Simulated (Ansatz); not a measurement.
## How far each method lies from RCCSDT(Q) for Ga–P–GaH, singlet

Geometry: displaced at random from a stationary point.

```xyz
4

Ga   -0.0078    0.2650    1.7258
Ga   -0.0087    0.2456   -1.6057
P     0.0393   -1.1913   -0.1807
H    -0.0635    1.2890   -2.7590
```

Basis cc-pVDZ; Ansatz 0.2.0. Correlated methods freeze the noble-gas cores and the filled d shells of p-block atoms, which leaves 12 electrons in 44 orbitals. Prefix R: restricted or restricted open-shell reference. Active spaces: frontier = (8e, 8o) about the gap. No spin–orbit coupling is included, and no scalar relativity.

Full CI isn't at hand for all of this; RCCSDT(Q) serves as the reference, and is uncertain by the last step of the cluster series or more.

* UHF ⟨S²⟩: 0.000
* T1 diagnostic (RCCSD): 0.0220
* largest doubles amplitude (RCCSD): 0.068

```
                    level  E − E(RCCSDT(Q)) (kJ/mol)  share of correlation (%)  wall time
                      RHF                      691.3                      0.00          –
                     RMP2                      116.1                     83.21          –
                    RCCSD                       39.0                     94.35          –
                 RCCSD(T)                        6.1                     99.12      6.5 s
                  BCCD(T)                        5.9                     99.15      3.5 s
                   RCCSDT                        3.2                     99.54          –
  CASSCF (frontier space)                      503.5                     27.17          –
  MRCISD (frontier space)                       62.3                     90.99          –
MRCISD+Q (frontier space)                        7.2                     98.96       51 s
```

The correlation energy at RCCSDT(Q), counted from RHF, is -7.165 eV. That run took 30 s on 1 thread of Arm Neoverse V1, shared host.

Times hold each run's SCF and search for its determinant on a shared host, so for small cases they say little of a method's own cost; they ran on 1 thread of Arm Neoverse V1. Some runs computed forces too.
